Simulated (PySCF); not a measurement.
SiH₂, SMILES [SiH2] (connectivity only; charge and spin as stated), neutral, multiplicity 1.

The structure is a stationary point at r2SCAN-D4/def2-TZVPD. The isomer is the one that the SMILES or the coordinates give; other isomers of the formula were not compared.

All values below come from PySCF with PBE0/def2-TZVPD.

Symmetry labels are those of the subgroup C2v that the program uses (full group C2v).

Question: List the valence orbital energies around the gap with their symmetry. (An estimate is asked for; the answer gives what the named calculation found.)

Answer: 
```csv
orbital,symmetry,energy (eV)
HOMO−7,A1,-1803.36
HOMO−6,A1,-145.56
HOMO−5,B1,-100.37
HOMO−4,B2,-100.13
HOMO−3,A1,-100.06
HOMO−2,A1,-14.20
HOMO−1,B2,-9.20
HOMO,A1,-6.89
LUMO,B1,-3.11
LUMO+1,A1,0.54
LUMO+2,B2,0.68
LUMO+3,A1,1.93
```
